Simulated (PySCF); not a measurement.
One molecule, one basis, several functionals.

C5H10.
SMILES: `CC1(C)CC1`

PySCF, def2-SVPD basis, density fitting, gas phase, PBE0-D3(BJ)/def2-SVP geometry; singlet excitations by full TDDFT with frozen cores, triplets by Tamm–Dancoff TDDFT and ionisation energies by ΔSCF, from the lowest of the holes tried. One functional is left out:

| functional | exact exchange (%) | HOMO energy (eV) | LUMO energy (eV) | lowest singlet excitation (eV) | lowest triplet excitation (eV) | mean polarisability (au) | vertical ionisation energy (eV) |
| --- | --- | --- | --- | --- | --- | --- | --- |
| LDA | 0 | -6.46 | 0.03 | 6.51 | 6.44 | 63.4 | 9.60 |
| PBE | 0 | -6.37 | 0.11 | 6.50 | 6.41 | 62.5 | 9.47 |
| PBE0 | 25 | -7.63 | 0.79 | 7.27 | 7.16 | 60.3 | 9.68 |
| BHandHLYP | 50 | -8.82 | 1.24 | 7.77 | 7.65 | 59.0 | 9.74 |

Question: Predict the row of B3LYP (20 % exact exchange) by straight lines through the other rows, and check it.

Answer: 
```tsv
property	line	computed	computed − line	PBE0 (25 %), for comparison
HOMO energy (eV)	-7.38	-7.43	-0.05	-7.63
LUMO energy (eV)	0.57	0.49	-0.08	0.79
lowest singlet excitation (eV)	7.04	7.01	-0.03	7.27
lowest triplet excitation (eV)	6.95	6.92	-0.03	7.16
mean polarisability (au)	61.2	60.9	-0.3	60.3
vertical ionisation energy (eV)	9.63	9.70	+0.07	9.68
```

Question: Which of these properties follows the share of exact exchange most closely, and which least?

Answer: Most closely the HOMO energy, least the vertical ionisation energy; the correlations over the tabulated rows are HOMO energy -0.999, lowest triplet excitation 0.995, lowest singlet excitation 0.994, LUMO energy 0.992, mean polarisability -0.969, vertical ionisation energy 0.872. The HOMO energy moves by -0.481 eV for every 10 %. Functionals with the same share still differ in their other parts: at 0 % LDA and PBE differ by 0.09 eV in it.
